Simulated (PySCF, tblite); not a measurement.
# C₃H₆F radical, a cluster model of a defect (C site with back bonds C, F, [H]): EPR parameters

Wanted: the EPR parameters for `[CH2]C(C)F`. It is drawn as: carbon radical.

Programs: tblite 0.8.0 and PySCF 2.14.0. All values are calculated, for the isolated system unless a continuum is named. Atoms count from 0, parts from 1.

### Step 1. Starting point

10 atoms, charge 0, multiplicity 2; geometry: distance geometry start.

### Step 2. Relaxing the cluster with GFN2-xTB

Job settings and geometry (Å):

```
{"job": {"kind": "relax", "xc": "GFN2-xTB", "basis": "xTB"}, "charge": 0, "multiplicity": 2}
C     -0.206335    -0.254391     0.570145
C      1.008301     0.157250    -0.220868
F     -0.214553     0.554388     1.676109
C     -1.438432    -0.023531    -0.221263
H     -0.125438    -1.342018     0.840160
H      1.256634     1.260640    -0.087718
H      1.875877    -0.357843     0.266967
H      1.001358    -0.152814    -1.264451
H     -1.497280     0.985976    -0.671367
H     -1.691273    -0.821389    -0.901130
```

Level: GFN2-xTB geometry optimisation, gas phase.

On the command line:

```console
OMP_NUM_THREADS=1 python cluster_run.py task.json out
```

The driver reads the jobs from task.json and runs them one after another.

**Question.** The jobs that follow are: PBE0-D3(BJ)/def2-SVP geometry optimisation, gas phase; UKS B3LYP, IGLO-III on C F, pcH-1 on H, non-relativistic, mean-field spin-orbit, GIAO; UKS BHandHLYP, IGLO-III on C F, pcH-1 on H, non-relativistic, mean-field spin-orbit, GIAO. Predict: point group; rotational constants (main isotopes); g(iso) (B3LYP); ⟨S²⟩; largest a(iso); surface potential, 1st and 99th percentile.

The runs gave:

```
                             quantity                 value
                          point group                    C1
 rotational constants (main isotopes)  9.11, 8.60, 4.99 GHz
                       g(iso) (B3LYP)               2.00255
                                 ⟨S²⟩    0.754 (exact 0.75)
                       largest a(iso)   1H on H4, 101.1 MHz
surface potential, 1st and 99th percentile    -1.06 V and 1.01 V
```

**Reading.** Relaxing lowered the energy by 0.049 eV in 3 steps; the close pair that moved most is C0–H4, from 1.082 to 1.111 Å (PBE0/def2-SVP). No frequency check was run at this level, so the end point may be a saddle. C3 carries the largest spin population, 1.11 e. The isotropic g lies 0.2 ppt above the free-electron value. The coupling of 1H on H4 runs from 97.9 (BHandHLYP/IGLO-III+pcH-1) to 101.1 MHz (B3LYP/IGLO-III+pcH-1).
